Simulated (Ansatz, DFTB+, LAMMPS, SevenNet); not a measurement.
**Ladder of methods for the transverse phonon frequency at L of fcc Pt**

Reference value: 97 cm⁻¹ (measured, 90 K, zero-point motion not removed; as tabulated in A. Dal Corso, Phys. Rev. B 76, 054308 (2007)).

```json
[
 {"level (code)": "Lennard-Jones jacobson2022 (LAMMPS)", "value (cm⁻¹)": "155", "cell (Å³/atom)": "15.05", "difference (%)": "+60"},
 {"level (code)": "Morse jacobson2022 (LAMMPS)", "value (cm⁻¹)": "111", "cell (Å³/atom)": "15.06", "difference (%)": "+14.4"},
 {"level (code)": "GFN1-xTB as cut by DFTB+", "value (cm⁻¹)": "84", "cell (Å³/atom)": "17.33", "difference (%)": "-13.4"},
 {"level (code)": "SevenNet-0", "value (cm⁻¹)": "39", "cell (Å³/atom)": "15.75", "difference (%)": "-60"},
 {"level (code)": "SevenNet-l3i5", "value (cm⁻¹)": "83", "cell (Å³/atom)": "15.73", "difference (%)": "-14.4"},
 {"level (code)": "LDA (Ansatz)", "value (cm⁻¹)": "97", "cell (Å³/atom)": "14.76", "difference (%)": "0.0"},
 {"level (code)": "PBE (Ansatz)", "value (cm⁻¹)": "89", "cell (Å³/atom)": "15.64", "difference (%)": "-8.2"},
 {"level (code)": "PBE+SOC (Ansatz)", "value (cm⁻¹)": "88", "cell (Å³/atom)": "15.68", "difference (%)": "-9.3"},
 {"level (code)": "PBEsol (Ansatz)", "value (cm⁻¹)": "95", "cell (Å³/atom)": "15.04", "difference (%)": "-2.1"},
 {"level (code)": "PBEsol+SOC (Ansatz)", "value (cm⁻¹)": "94", "cell (Å³/atom)": "15.06", "difference (%)": "-3.1"},
 {"level (code)": "r²SCAN (Ansatz)", "value (cm⁻¹)": "93", "cell (Å³/atom)": "15.29", "difference (%)": "-4.1"}
]
```

Leaving aside GFN1-xTB as cut by DFTB+ (imaginary modes in this run), SevenNet-0 (imaginary modes in this run): Once the reference is moved by up to 3.0 % (a margin picked here for doubts on the reference and the settings, and for temperature and zero-point motion) and values within 1.0 % count as equal, the nearest can be LDA (0.0 %), PBEsol (-2.1 %) or PBEsol+SOC (-3.1 %). Among them Lennard-Jones jacobson2022 (+60 %) misses by most.

The reference isn't brought to a static lattice, while the calculations are for one, so the differences are not the levels' errors alone. The crystal itself was run without spin with LDA, PBE, PBEsol, r²SCAN; a magnetic state was not tried in these runs. Density-functional levels without +SOC have no spin–orbit coupling. GFN1-xTB as cut by DFTB+: the method was fitted mainly to molecules. GFN1-xTB as cut by DFTB+: codes differ in how they cut the long-range tail of xTB's charge interaction in a crystal, so the value belongs to this code. Each level is taken at its own relaxed cell. Cutoffs differ between the levels. Ansatz's density-functional and Hartree–Fock values are scalar-relativistic unless marked +SOC, with PAW data made under PBE.

Empirical potentials (Lennard-Jones jacobson2022, Morse jacobson2022) are fitted to chosen data: where that held the value shown, agreement is built in, and what lay outside the fit can be far off. Machine-learned potentials (SevenNet-0, SevenNet-l3i5) are trained on DFT data: a solid inside that data is no test of them.

Differences are worked out from the printed values.

Ansatz is a program for electronic structure.
